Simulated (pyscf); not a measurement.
Structures and frequencies: ωB97X-D3(BJ)/def2-SVP in PySCF. Correlated levels are frozen-core, on RHF or UHF. ΔMP2 is the change of the MP2 total energy from the triple- to the quadruple-zeta basis.

What are the homolytic bond dissociation enthalpies (298 K) of H₃Si–SeH (SMILES [SiH3][SeH]) at CCSD(T)/def2-TZVPP + ΔMP2(QZVPP), weakest first?

Se–Si to SiH₃• + SeH•: 79.3 kcal/mol; H–Se to H₃Si–Se• + H•: 80.9 kcal/mol; H–Si to •H₂Si–SeH + H•: 89.4 kcal/mol. Ring and multiple bonds, and those that leave no two simple radicals, are not listed. •H₂Si–SeH lies 11.7 kcal/mol over its isomer H₃Si–Se•, and others may lie lower still (electronic energy, ωB97M-D3(BJ)). Other isomers of H₃Si–Se• were not searched in full and may lie lower. The CCSD(T) − MP2 part came from Ansatz, without density fitting, on the same reference. The frozen core leaves the outer d or s,p core shells of the metals and heavy elements correlated in the MP2 and CC values, and def2-TZVPP describes them poorly, which can shift differences by a few kcal/mol. Left out: the spin-orbit lowering of SeH, which is large for Br, Se, Te and I. Elements up to Kr have no core potential and no relativistic terms here.
